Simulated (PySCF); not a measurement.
Gas-phase reaction: ethylsilane + 5 C₃H₄ (allene) ⇌ CH₃SiH + 4 C₄H₆ (butadiene), at 1200 K and a standard pressure of 1 bar. Level: ωB97M-V/def2-TZVP†.

Computed with PySCF and rigid-rotor harmonic-oscillator thermochemistry at 1 bar. † marks an energy on the PBE0/def2-TZVP geometry and frequencies. All species are closed-shell singlets. CH₃SiH: computed as isolated molecules; such fragments, hydroxides, amides, oligomers or adducts are transient or little studied in the gas. The harmonic model lacks anharmonicity and excited electronic states, which grow with temperature; levels with a mode under 35 cm⁻¹ are left out. Internal rotation in ethylsilane, CH₃SiH, C₄H₆ (butadiene) is treated as a harmonic vibration of one conformer, which makes the entropy rough.

```csv
species,E (Ha),H(1200 K) − E (kJ/mol),S°(1200 K) (J/mol/K)
ethylsilane,-370.46471,394.3,498.1
C₃H₄ (allene),-116.63856,245.6,368.3
CH₃SiH,-329.90871,201.1,374.8
C₄H₆ (butadiene),-155.96216,364.1,453.4
```
E: electronic energy; H − E holds the zero-point and thermal terms. 1 Ha = 2625.5 kJ/mol.

Question: Work out ΔH°, ΔS°, ΔG° and log10 K from these numbers.

Answer: 1. ΔE = 1×(-329.90871) + 4×(-155.96216) − 1×(-370.46471) − 5×(-116.63856) = -0.09984 Ha = -262.1 kJ.
2. Δ(H − E) = 1×(201.1) + 4×(364.1) − 1×(394.3) − 5×(245.6) = 35.2 kJ, so ΔH° = -226.9 kJ.
3. ΔS° = 1×(374.8) + 4×(453.4) − 1×(498.1) − 5×(368.3) = -151.2 J/K; the number of gas molecules changes by -1.
4. ΔG° = ΔH° − TΔS° = -226.9 − 1200×(-151.2)/1000 = -45.5 kJ.
5. log10 K = −ΔG°/(RT ln 10) = 1.98, with RT ln 10 = 22.97 kJ/mol; at standard pressures the products are favoured.
6. A shift of 10 kJ in ΔE would move log10 K by 0.44 here.
7. Lowering the total pressure from 1 bar to 0.01 bar multiplies the mole-fraction quotient K_x = K (p/p°)^(−Δn) by 10^-2, which pushes the balance towards the reactants.
For scale, ΔH°(298 K) is -225 kJ at this level, -229 kJ at ωB97X-V/def2-TZVP†, and runs from -287 to -177 kJ over the 20 levels computed.
